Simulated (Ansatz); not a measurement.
# Al2H2+ (quartet): wave-function methods side by side, def2-QZVPP

One table from this session's results is given with a row withheld; the runs are named, their logs left out.

Computed with Ansatz 0.2.0, Gaussian basis. Level: def2-QZVPP, core rule «outside noble gas», up to 10 orbitals frozen.

The runs, in order: UHF; ROHF; CCSD(T) on UHF.

2 further runs of the same task are left out: 2 set aside as unsound or not needed.

### The geometry

The geometry is a PBE0/def2-TZVP stationary point (not a proven minimum) of the parent state, kept for this charge and spin.

4 atoms, charge 1, spin multiplicity 4.

Atoms are counted from 1 here; the program's logs count them from 0.

Bond lengths: Al1–Al2 2.545 Å, Al1–H3 1.589 Å, Al1–H4 1.589 Å. Angles: Al2–Al1–H3 116.8°, Al2–Al1–H4 116.8°, H3–Al1–H4 126.5°.

The first run:

File in.yaml:

```yaml
crystal:
  periodic: [false, false, false]
  atoms:
    - {symbol: Al, position_ang: [0.000000, 0.000000, -1.200958]}
    - {symbol: Al, position_ang: [0.000000, 0.000000, 1.344142]}
    - {symbol: H, position_ang: [0.000000, 1.418400, -1.916458]}
    - {symbol: H, position_ang: [0.000000, -1.418400, -1.916458]}
basis:
  gaussian: {orbitals: "def2-QZVPP.json"}
total_charge: 1
magnetization: {spin_polarized: true, initial_magnetization: 3}
hamiltonian: {xc: hf}
output: {orbitals: {seedname: orbitals}}
```

Started as:

```bash
$ ansatz run in.yaml --threads 1 --pin off --events-out ev --progress --plain --max-ram 4096MiB --backend cpu
```

Steps of the session up to this table: UHF; ROHF; CCSD(T) on UHF.

One of the session's tables, all rows but one given; the rest of the session is left out.

```
  method  from UCCSD(T) (kcal/mol)
    ROHF                         ?
     UHF                    +70.90
    UMP2                    +17.25
   UCCSD                     +2.02
UCCSD(T)                         0
```

**Question.** Estimate the row for ROHF.

As computed: from UCCSD(T) (kcal/mol): +71.75. In the column «from UCCSD(T) (kcal/mol)» it is the highest.
